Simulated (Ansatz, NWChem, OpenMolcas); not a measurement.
**Strength of the N–Si bond: SiH3(NH) → SiH3 + NH**

Gas-phase species: SiH3(NH), doublet; SiH3 (silyl radical) `[SiH3]`, doublet; NH (imidogen), triplet. 

Shapes, held fixed at every level: PBE0-D4/def2-TZVP; NH at the measured bond length. Programs: Ansatz 0.2.0, NWChem 7.3.0, OpenMolcas 26.06. A level may come from different programs for different species; with the same settings they agree closely. Electronic energies: no zero-point or thermal term.

```
                             level           kind  ΔE (kJ/mol)
                         HF/STO-3G   Hartree–Fock       +244.7
                          HF/3-21G   Hartree–Fock       +177.1
                       HF/def2-SVP   Hartree–Fock       +225.5
B3LYP/6-31G* (Cartesian functions)  global hybrid       +344.9
                     PBE0/def2-SVP  global hybrid       +351.7
```

PBE0/def2-SVP gives ΔE = +351.7 kJ/mol; the levels span +177.1 to +351.7. The median of the levels is +244.7. Hartree–Fock misses the correlation of the pair that is broken and comes out low. No measured value is set beside it here. Open shells run unrestricted. PBE0/def2-SVP lies outside the range of the other correlated levels here, so it shouldn't be taken on trust. Rows in sets without polarisation functions are far from converged.
